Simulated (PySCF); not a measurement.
**C2H3FO (acetyl fluoride): levels of theory compared**

Aim: a comparison of 6 runs (B3LYP/aug-cc-pVDZ, BHLYP/aug-cc-pVDZ, M06-2X/aug-cc-pVDZ, TPSS/aug-cc-pVDZ, r2SCAN/aug-cc-pVDZ, CCSD(T)/aug-cc-pVDZ) of C2H3FO (acetyl fluoride). 

Program for the calculation: PySCF 2.14.0.

### Step 1. The molecule

C2H3FO: 7 atoms, total charge 0, spin state singlet. SMILES: `CC(=O)F`. Geometry: relaxed at PBE0-D4/def2-TZVP.

Bond lengths: C1–C2 1.488 Å, C2–O3 1.179 Å, C2–F4 1.351 Å, C1–H5 1.087 Å, C1–H6 1.092 Å, C1–H7 1.092 Å. Angles: C1–C2–O3 129.2°, C1–C2–F4 110.5°, O3–C2–F4 120.2°, C2–C1–H5 109.9°, C2–C1–H6 109.4°, C2–C1–H7 109.4°, H5–C1–H6 110.4°, H5–C1–H7 110.4°, H6–C1–H7 107.3°.

### Step 2. The energy at B3LYP/aug-cc-pVDZ (run 1)

calc.py

```python
from pyscf import gto, dft

system = gto.M(
    atom=[
    ('C', (0.485310, 0.015050, 0.443640)),
    ('C', (-0.694890, -0.034350, -0.460580)),
    ('O', (-1.835410, -0.165690, -0.191770)),
    ('F', (-0.310690, 0.097630, -1.749400)),
    ('H', (0.165320, -0.091900, 1.476660)),
    ('H', (1.180650, -0.783140, 0.176830)),
    ('H', (1.009710, 0.962410, 0.304610)),
],
    spin=0,
    max_memory=1860,
    basis='aug-cc-pvdz',
    verbose=4,
)

myscf = dft.RKS(system)
myscf.xc = 'b3lyp'
myscf.conv_tol = 1e-10
myscf.grids.level = 5
myscf.kernel()
if not myscf.converged:
    myscf = myscf.newton().run(myscf.mo_coeff, myscf.mo_occ)

energy = myscf.e_tot
print('Final energy', energy)
```

Started as:

```sh
$ OMP_NUM_THREADS=1 python calc.py
```

The program printed:

```text
PySCF version 2.14.0

[... 77 lines left out ...]
converged SCF energy = -253.131847210373
Final energy -253.131847210373
```

Run time: 24 s. Hardware: 1 thread of Arm Neoverse V2, shared host; peak memory 0.64 GiB.

### Step 3. A single-point energy at BHLYP/aug-cc-pVDZ (run 2)

input.py

```python
from pyscf import gto, dft

mol = gto.Mole()
mol.atom = '''
C        0.485310       0.015050       0.443640
C       -0.694890      -0.034350      -0.460580
O       -1.835410      -0.165690      -0.191770
F       -0.310690       0.097630      -1.749400
H        0.165320      -0.091900       1.476660
H        1.180650      -0.783140       0.176830
H        1.009710       0.962410       0.304610
'''
mol.basis = 'aug-cc-pvdz'
mol.max_memory = 1860
mol.verbose = 4
mol.build()

mf = dft.RKS(mol, xc='bhandhlyp')
mf.grids.level = 5
mf.conv_tol = 1e-10
mf.kernel()
if not mf.converged:
    mf = mf.newton().run(mf.mo_coeff, mf.mo_occ)

etot = mf.e_tot
print('Final energy', etot)
```

Started as:

```sh
$ OMP_NUM_THREADS=1 python input.py
```

The program printed:

```text
PySCF version 2.14.0

[... 77 lines left out ...]
converged SCF energy = -253.006316187797
Final energy -253.0063161877972
```

Wall time 24 s (1 thread of Arm Neoverse V2, shared host); peak memory 0.64 GiB.

### Step 4. The energy at M06-2X/aug-cc-pVDZ (run 3)

input.py

```python
from pyscf import gto, dft

mol = gto.M(
    atom='''
C      0.917103     0.028440     0.838358
C     -1.313152    -0.064912    -0.870370
O     -3.468422    -0.313109    -0.362393
F     -0.587119     0.184494    -3.305887
H      0.312410    -0.173666     2.790483
H      2.231105    -1.479920     0.334160
H      1.908075     1.818691     0.575629
''',
    max_memory=1860,
    basis='aug-cc-pvdz',
    unit='bohr',
    verbose=3,
)

myscf = dft.RKS(mol)
myscf.xc = 'm06-2x'
myscf.grids.level = 5
myscf.conv_tol = 1e-10
myscf.kernel()
if not myscf.converged:
    myscf = myscf.newton().run(myscf.mo_coeff, myscf.mo_occ)

etot = myscf.e_tot
print('Final energy', etot)
```

Started as:

```sh
$ OMP_NUM_THREADS=1 python input.py
```

The program printed:

```text
converged SCF energy = -253.034830203458
Final energy -253.03483020345772
```

Wall time 53 s (1 thread of Arm Neoverse V2, shared host); peak memory 0.69 GiB.

Runs 4 to 5 aren't shown in full; the table further down has their settings and results.

### Step 5. A single-point energy at CCSD(T)/aug-cc-pVDZ (run 6)

input.py

```python
# CC(=O)F
from pyscf import gto, cc

mol = gto.Mole()
mol.atom = '''
C    0.485310   0.015050   0.443640
C   -0.694890  -0.034350  -0.460580
O   -1.835410  -0.165690  -0.191770
F   -0.310690   0.097630  -1.749400
H    0.165320  -0.091900   1.476660
H    1.180650  -0.783140   0.176830
H    1.009710   0.962410   0.304610
'''
mol.basis = 'aug-cc-pvdz'
mol.verbose = 3
mol.max_memory = 1860
mol.build()

calc0 = mol.RHF()
calc0.conv_tol = 1e-10
calc0.kernel()
if not calc0.converged:
    calc0 = calc0.newton().run(calc0.mo_coeff, calc0.mo_occ)

mycc = cc.CCSD(calc0, frozen=4)
mycc.kernel()
e_t = mycc.ccsd_t()
e_final = mycc.e_tot + e_t
print(f'total energy: {e_final:.8f} hartree')
```

Started as:

```sh
$ OMP_NUM_THREADS=1 python input.py
```

The program printed:

```text
converged SCF energy = -251.833312896103
E(CCSD) = -252.5280945667108  E_corr = -0.6947816706080956
CCSD(T) correction = -0.0231915459571322
total energy: -252.55128611 hartree
```

Wall time 2.2 min (1 thread of Arm Neoverse V2, shared host); peak memory 1.8 GiB.

### Step 6. Overview of the runs

| run | level | integration grid | frozen core orbitals | energy (Eh) | dipole moment (D) of the reference | HOMO energy (eV) | LUMO energy (eV) | wall time |
| --- | --- | --- | --- | --- | --- | --- | --- | --- |
| 1 | B3LYP/aug-cc-pVDZ | 5 | – | -253.131847 | 2.99 | -8.77 | -0.81 | 24 s |
| 2 | BHLYP/aug-cc-pVDZ | 5 | – | -253.006316 | 3.13 | -10.71 | 0.03 | 24 s |
| 3 | M06-2X/aug-cc-pVDZ | 5 | – | -253.034830 | 3.02 | -10.67 | -0.22 | 53 s |
| 4 | TPSS/aug-cc-pVDZ | 5 | – | -253.162674 | 2.88 | -7.38 | -1.49 | 58 s |
| 5 | r2SCAN/aug-cc-pVDZ | 5 | – | -253.007431 | 2.97 | -7.65 | -1.36 | 53 s |
| 6 | CCSD(T)/aug-cc-pVDZ | – | 4 | -252.551286 | 3.30 | -13.37 | 0.82 | 2.2 min |

### Step 7. What came out

| quantity | value |
| --- | --- |
| run 6: total energy | -252.55129 Eh |
| run 6: dipole moment (Hartree–Fock density) | 3.30 D |
| run 6: HOMO energy (Hartree–Fock orbitals) | -13.37 eV |
| run 6: LUMO energy (Hartree–Fock orbitals) | 0.82 eV |
| run 6: HOMO–LUMO gap (Hartree–Fock orbitals) | 14.19 eV |
| run 6: correlation energy (4 core orbitals frozen) | -718.0 mEh |
| run 6: (T) correction | -23.19 mEh |
| run 6: T1 diagnostic | 0.015 |

In words: Over runs 1, 2, 3, 4, 5 the dipole moment (its size) runs from 2.88 D (TPSS/aug-cc-pVDZ) to 3.13 D (BHLYP/aug-cc-pVDZ). Over runs 1, 2, 3, 4, 5 the HOMO–LUMO gap runs from 5.89 eV (TPSS/aug-cc-pVDZ) to 10.75 eV (BHLYP/aug-cc-pVDZ). Totals of different functionals can't be ranked against each other. All runs together took 5.8 min, the longest 2.2 min.
